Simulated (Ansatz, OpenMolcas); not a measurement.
## The same job for Ansatz

This OpenMolcas 26.06 job computes C2H3Al (ethynylalumane):

geom.xyz:
```
6

C     -0.792800    -1.637600    -0.298100
C     -0.266100    -0.564200    -0.106200
Al     0.564800     1.124200     0.195000
H     -1.257000    -2.583100    -0.467400
H      1.356700     1.804700    -0.990500
H      0.436600     1.792000     1.621000
```

test.input:
```
>>> EXPORT MOLCAS_PRINT=2

&GATEWAY
 BASLIB = $CurrDir
 COORD = geom.xyz
 BASIS = def2-TZVP
 GROUP = NoSym

&SEWARD

&SCF
 THRESHOLDS = 1e-10 1e-07 1e-07 1e-05
 PRORBITALS = 1 1

&MBPT2
 FROZEN = 7
```

```bash
$ export MOLCAS_MEM=1860
$ pymolcas test.input > test.log
```

(Basis files named in the input come from the Basis Set Exchange and aren't shown.)

Geometry: relaxed at PBE0-D4/def2-TZVP.

It gives a total energy of -319.742937 Eh.

**Question.** Translate the job to Ansatz 0.2.0 as an input file of the program's own.

**Answer.** One way, which was run:

molecule.yaml:
```yaml
basis:
  gaussian: {orbitals: def2-TZVP}
crystal:
  periodic: [false, false, false]
  atoms:
    - {symbol: C, position_ang: [-0.792800, -1.637600, -0.298100]}
    - {symbol: C, position_ang: [-0.266100, -0.564200, -0.106200]}
    - {symbol: Al, position_ang: [0.564800, 1.124200, 0.195000]}
    - {symbol: H, position_ang: [-1.257000, -2.583100, -0.467400]}
    - {symbol: H, position_ang: [1.356700, 1.804700, -0.990500]}
    - {symbol: H, position_ang: [0.436600, 1.792000, 1.621000]}
correlation: {method: mp2, frozen_orbitals: {Al: 5, C: 1, H: 0}}
accuracy: high
```

```bash
$ ansatz run molecule.yaml --threads 1 --pin off --max-ram 3480MiB --events-out events.jsonl --progress --plain --runs-dir runs
```

Its energy is -319.742937 Eh, the same as the first but for the last digit, at most.
